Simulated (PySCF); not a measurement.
C4H5N.
SMILES with atom numbers: `[CH:1]#[C:2]/[CH:3]=[N:4]/[CH3:5]`

Cartesian coordinates in Å at the PBE0-D3(BJ)/def2-SVP level; atoms count from 1:
```xyz
10
C4H5N angstrom
C      2.782    0.642   -0.575
C      1.691    0.309   -0.162
C      0.442   -0.138    0.377
N     -0.675    0.318   -0.019
C     -1.864   -0.199    0.587
H      3.740    0.944   -0.956
H      0.516   -0.913    1.169
H     -2.517   -0.620   -0.194
H     -1.685   -0.973    1.360
H     -2.430    0.632    1.041
```

Lines to be assigned: C 1s: 290.54 (area 1), 290.95 (area 1), 291.61 (area 1), 292.35 (area 1) eV; N 1s: 404.68 eV.

Level of theory: delta-SCF UKS SCAN, pcX-2 on the ionised atom, pcseg-1 elsewhere, spin-free X2C in PySCF. Isolated species at its PBE0-D3(BJ)/def2-SVP geometry, gas phase.

Problem. Assign the C 1s lines to atoms.

Solution. 290.54 eV: C1 (terminal alkyne carbon); 290.95 eV: C2 (alkyne carbon); 291.61 eV: C5 (N-methyl carbon); 292.35 eV: C3 (imine carbon). The listed C 1s values span 1.81 eV, from C1 (bonded to C (triple bond) and H) to C3 (bonded to N (double bond), C and H). Summing the Pauling electronegativity differences to the bonded atoms, each weighted by its formal bond order, gives -0.35 for the lowest site and +0.63 for the highest; no listed site has a larger sum than the highest. The smallest sum, -0.56, belongs to C5, 1.07 eV above the lowest.

Bonded neighbours of each site: C1: C (triple bond) and H; C2: C (triple bond) and C; C3: N (double bond), C and H; N4: C (double bond) and C; C5: N and 3 H.

Problem. What is the C 1s shift of C2 against C1?

Solution. 290.95 − 290.54 = +0.41 eV, or +40 kJ/mol.

The unrestricted hole states depart most from a pure doublet (⟨S²⟩ = 0.75; over 0.85 named) for C 1s of C1 (0.87), C 1s of C2 (0.91) and C 1s of C3 (0.90), which makes these values less certain.

On one thread, Arm Neoverse V1 (shared host), this took 30 s of wall time.
